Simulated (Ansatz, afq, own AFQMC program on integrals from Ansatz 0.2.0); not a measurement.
# BSiH2, quartet → BSiH2⁺, triplet

```yaml
atoms:
  - { symbol: Si, position_ang: [0.0000, -0.0471, 0.5518] }
  - { symbol: B, position_ang: [0.0000, -0.0605, -1.3633] }
  - { symbol: H, position_ang: [0.0000, 1.1711, 1.4474] }
  - { symbol: H, position_ang: [0.0000, 0.7893, -2.2001] }
```

Connectivity, by distances: SiH–BH.

E(triplet, charge +1) − E(quartet, charge +0) at this geometry, on UHF and UHF determinants.

Basis cc-pVTZ. Noble-gas cores (and the filled d shells of Ga–Kr and In–Xe) are frozen. Integrals, coupled cluster, full CI and functionals: Ansatz 0.2.0; the random walks run on the same integrals in our own AFQMC program. ph-AFQMC/CISD is guided by a CISD state made of CCSD amplitudes; releasing the constraint for a short imaginary time cuts its bias at the price of noise, slowly where states lie close. Error bars are statistical, one sigma. The errors of all members are added in quadrature.

No full CI on the walks' own integrals is used here; CCSDT(Q) serves as the reference and is uncertain by about the last step of the cluster series. Each member takes its own surest rung, up to full CI.

The best estimate is CCSD(T) at the basis-set limit (CBS: def2-TZVPP and def2-QZVPP, with their diffuse functions for anions and beside diffuse sets, CCSD(T) itself extrapolated) plus the step from CCSD(T) to CCSDT(Q) in cc-pVTZ. Rows without CBS are in cc-pVTZ; B2PLYP and the wave-function rows carry a basis error of their own. Core correlation and relativity beyond core potentials are missing, and ± holds the sampling alone.

Cautions: BSiH₂ (quartet): lower spins were not checked, the released energies are still falling, so no released level is given (meV from the phaseless value at times in 1/Eh: 1 ± 4 at 0.24, 0 ± 4 at 0.51, -6 ± 4 at 0.99, -8 ± 4 at 1.62, -16 ± 7 at 2.40), though the last usable value meets CCSDT(Q) within the noise; BSiH₂⁺ (triplet): lower spins were not checked, the released energies have errors that jump between times, so the bars are unsure, so no released level is given (meV from the phaseless value at times in 1/Eh: -5 ± 4 at 0.24, -15 ± 3 at 0.51, -61 ± 37 at 0.99, -27 ± 3 at 1.62, -26 ± 11 at 2.40), its ph-AFQMC/CISD value lies 37 ± 4 meV above CCSDT(Q); this needn't be the first ionization.

| level | vertical ionization energy (eV) |
| --- | --- |
| PBE | 8.085 |
| MP2 | 8.095 |
| PBE0 | 8.192 |

From these cheaper values, estimate the vertical ionization energy at the level of the best estimate.

8.133 eV (best estimate, highest rung CCSDT(Q)).

```tsv
level	vertical ionization energy (eV)	error against the best estimate (eV)
HF	7.729	-0.404
CCSD	8.084	-0.049
CCSD(T)	8.100	-0.034
CCSDT	8.092	-0.041
CCSDT(Q)	8.091	-0.042
ph-AFQMC/CISD	8.114 ± 0.006	-0.019 ± 0.006
HF/CBS	7.724	-0.409
MP2/CBS	8.133	0.000
CCSD(T)/CBS	8.142	0.009
r2SCAN	8.255	0.122
B3LYP	8.106	-0.028
wB97M-V	7.945	-0.189
B2PLYP	8.040	-0.093
```

Correlation beyond CCSD(T) takes off 0.009 eV. Going to the basis-set limit adds 0.042 eV at CCSD(T). The perturbative (T) step is worth +0.015 eV. The functionals spread over 0.310 eV; B3LYP and PBE come nearest and wB97M-V is 0.189 eV too low.

Best estimates are given only where the step beyond CCSD(T) is under 0.3 eV and no member's determinant is very poor (T1 over 0.05, or 0.07 for open shells, ⟨S²⟩ too high by 0.3, two states mixed), so the hardest cases are missing from such tables.

The functionals ran in a triple-zeta set and keep a basis error of their own, a few kJ/mol for each bond in atomization energies and more for double hybrids, so close places among them and the extrapolated levels can swap.

CCSDT and higher add their correlation energy to the determinant of the CCSD(T) run, since their own runs factorise the integrals more tightly (a shift of under 2 meV). Each member of a difference takes its own highest rung, so a best estimate needn't equal the limit plus the step of one row. A walk keeps the symmetry of its determinant, which the program's search chose and which needn't be the lowest solution, so a lower state of the same spin and another symmetry isn't excluded.
